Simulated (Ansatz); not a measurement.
Relaxation of C3H7 (10 atoms, charge 0, multiplicity 2), to a largest force component of 0.03 eV/Å in at most 50 steps.

Computed with UKS PBE0-D4/def2-mTZVP (Ansatz 0.2.0).

```xyz
10
Properties=species:S:1:pos:R:3:forces:R:3
H 0.836 -0.175 0.423 -0.20 -0.08 -0.12
C 1.725 0.135 0.957 0.29 0.11 0.19
C -1.064 -0.688 -0.905 -0.08 -0.02 -0.05
C -1.913 0.299 -0.959 0.02 -0.04 0.00
H 2.560 -0.509 0.684 0.00 0.00 -0.01
H 1.962 1.166 0.693 0.01 0.00 0.00
H 1.552 0.068 2.031 -0.01 0.00 -0.01
H -1.078 -1.766 -0.957 -0.02 -0.01 -0.01
H -2.984 0.135 -1.097 -0.02 0.00 0.00
H -1.595 1.334 -0.870 0.00 0.04 0.00
```

Q: Where does it end, and by what steps?

A: The forces met the threshold. The force dipped under the threshold on the way, but the program's further checks kept it going. After 19 steps the energy has fallen by 0.026 eV; H8 moved furthest, 0.72 Å.

```json
{"step": "0", "energy less start (eV)": "0.0000", "largest force component (eV/Å)": "0.288", "accepted": "yes"}
{"step": "1", "energy less start (eV)": "-0.0184", "largest force component (eV/Å)": "0.086", "accepted": "yes"}
{"step": "2", "energy less start (eV)": "-0.0188", "largest force component (eV/Å)": "0.182", "accepted": "yes"}
{"step": "3", "energy less start (eV)": "-0.0212", "largest force component (eV/Å)": "0.059", "accepted": "yes"}
{"step": "4", "energy less start (eV)": "-0.0215", "largest force component (eV/Å)": "0.033", "accepted": "yes"}
{"step": "5", "energy less start (eV)": "-0.0217", "largest force component (eV/Å)": "0.007", "accepted": "yes"}
{"step": "6", "energy less start (eV)": "-0.0219", "largest force component (eV/Å)": "0.017", "accepted": "yes"}
{"step": "7", "energy less start (eV)": "-0.0182", "largest force component (eV/Å)": "0.375", "accepted": "no"}
{"step": "8", "energy less start (eV)": "-0.0223", "largest force component (eV/Å)": "0.019", "accepted": "yes"}
{"step": "9", "energy less start (eV)": "-0.0225", "largest force component (eV/Å)": "0.101", "accepted": "yes"}
{"step": "10", "energy less start (eV)": "-0.0230", "largest force component (eV/Å)": "0.076", "accepted": "yes"}
{"step": "11", "energy less start (eV)": "-0.0224", "largest force component (eV/Å)": "0.120", "accepted": "no"}
{"step": "12", "energy less start (eV)": "-0.0231", "largest force component (eV/Å)": "0.051", "accepted": "yes"}
{"step": "13", "energy less start (eV)": "-0.0236", "largest force component (eV/Å)": "0.057", "accepted": "yes"}
{"step": "14", "energy less start (eV)": "-0.0211", "largest force component (eV/Å)": "0.196", "accepted": "no"}
{"step": "15", "energy less start (eV)": "-0.0244", "largest force component (eV/Å)": "0.053", "accepted": "yes"}
{"step": "16", "energy less start (eV)": "-0.0249", "largest force component (eV/Å)": "0.058", "accepted": "yes"}
{"step": "17", "energy less start (eV)": "-0.0251", "largest force component (eV/Å)": "0.114", "accepted": "yes"}
{"step": "18", "energy less start (eV)": "-0.0258", "largest force component (eV/Å)": "0.070", "accepted": "yes"}
{"step": "19", "energy less start (eV)": "-0.0264", "largest force component (eV/Å)": "0.009", "accepted": "yes"}
```

```xyz
10
Properties=species:S:1:pos:R:3
H 1.032 -0.310 0.414
C 1.783 0.234 0.987
C -1.312 -0.956 -1.057
C -1.836 0.223 -0.880
H 2.748 -0.261 0.883
H 1.859 1.255 0.612
H 1.495 0.254 2.038
H -1.625 -1.933 -1.394
H -2.888 0.429 -1.095
H -1.255 1.064 -0.509
```

Whether the end is a true minimum wasn't checked by a vibrational analysis.

Run time: 28 s on 2 threads of Arm Neoverse V2, with other jobs on the host, peak memory 0.17 GiB.
